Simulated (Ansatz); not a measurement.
## What a trial cell of RbIr relaxes into

All numbers below come from Ansatz 0.2.0, DFT PBE, scalar-relativistic, plane waves, PAW. Cutoff 420 eV, Γ-centred k mesh, Gaussian smearing, no spin polarisation in the final step.

The start puts RbIr on the caesium chloride structure type (Pm-3m, No. 221), with Rb in place of Cs, Ir in place of Cl, at a guessed volume.

```
Rb Ir
1.0
     3.82397    0.00000    0.00000
     0.00000    3.82397    0.00000
     0.00000    0.00000    3.82397
Rb Ir
1 1
Direct
  0.00000 0.00000 0.00000
  0.50000 0.50000 0.50000
```

Cell and atoms relax at zero pressure; the relaxation can't lower the symmetry of the start.

Formation energies are uncorrected and refer to the elements' standard structures at the same level.

(1) What does it relax into?

(2) What are its volume, energy, density and gap?

Answers

(1) It keeps Pm-3m (No. 221). The result has the caesium chloride structure. Conventional cell: a = 3.799 Å. Around Rb lie 8 Ir at 3.29 Å and 6 Rb at 3.80 Å; Ir is coordinated by 8 Rb at 3.29 Å and 6 Ir at 3.80 Å.

```cif
data_structure
_symmetry_space_group_name_H-M 'Pm-3m'
_symmetry_Int_Tables_number 221
_cell_length_a 3.7993
_cell_length_b 3.7993
_cell_length_c 3.7993
_cell_angle_alpha 90.000
_cell_angle_beta 90.000
_cell_angle_gamma 90.000
_cell_volume 54.84
loop_
_atom_site_label
_atom_site_type_symbol
_atom_site_symmetry_multiplicity
_atom_site_Wyckoff_symbol
_atom_site_fract_x
_atom_site_fract_y
_atom_site_fract_z
_atom_site_occupancy
Rb1 Rb 1 a 0.00000 0.00000 0.00000 1
Ir1 Ir 1 b 0.50000 0.50000 0.50000 1
```

(2) The volume per atom is 27.42 Å³. The density is 8.41 g/cm³ and the energy over the elements is 1.98 eV/atom. The gap on the 14×14×14 mesh is 0 eV (a metal).

The final run used a 14×14×14 mesh on its 2-atom cell and 0.10 eV smearing. For metals, differences of a few meV/atom aren't resolved. Spin–orbit coupling is left out. A structure relaxed within its symmetry needn't be a true minimum. The steps took of the order of 14 core-seconds in all.

Cost: 2 runs of about 0.23 core-minutes in all, on Intel Xeon 6975P-C (Granite Rapids) (shared hosts).